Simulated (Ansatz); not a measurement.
This geometry of C₃H₇F (11 atoms, charge 0, multiplicity 1) is a first-order saddle point.

Computed with RKS revPBE/6-31G* (Ansatz).

```xyz
11
Properties=species:S:1:pos:R:3
C -0.189 0.997 -0.822
C -0.533 -0.245 0.003
C 0.633 -0.750 0.889
F -0.911 -1.273 -0.898
H -1.041 1.288 -1.460
H 0.058 1.847 -0.161
H 0.682 0.798 -1.471
H -1.426 -0.041 0.625
H 1.527 -0.107 0.806
H 0.914 -1.764 0.558
H 0.351 -0.806 1.953
```

Problem. Which two structures does it join? (They come from a converged band through this point; their orientation in space is the band's.)

Solution. No bond is made or broken. The dihedral F4–C2–C3–H9 goes from 63 to -177°. The two ends are copies of one structure, up to a mirror image or an exchange of like atoms.

First end point:

```xyz
11
Properties=species:S:1:pos:R:3
C -0.240 1.063 -0.714
C -0.485 -0.310 -0.083
C 0.635 -0.779 0.850
F -0.616 -1.259 -1.127
H -1.058 1.318 -1.409
H -0.188 1.847 0.062
H 0.709 1.066 -1.277
H -1.450 -0.305 0.463
H 1.599 -0.808 0.312
H 0.420 -1.791 1.231
H 0.738 -0.097 1.712
```

Last end point:

```xyz
11
Properties=species:S:1:pos:R:3
C -0.172 0.978 -0.844
C -0.536 -0.221 0.036
C 0.627 -0.756 0.877
F -0.988 -1.267 -0.807
H -1.037 1.280 -1.458
H 0.133 1.839 -0.225
H 0.662 0.722 -1.521
H -1.386 0.043 0.696
H 0.978 0.010 1.591
H 1.473 -1.042 0.229
H 0.311 -1.644 1.449
```

Problem. How far does it lie above each of them?

Solution. 3.3 kcal/mol above the first and 3.3 kcal/mol above the second. This is the barrier of this one path; another mechanism may lie lower.

The run took 65 s on 1 thread of Arm Neoverse V2, on a shared host, peak memory 0.14 GiB.
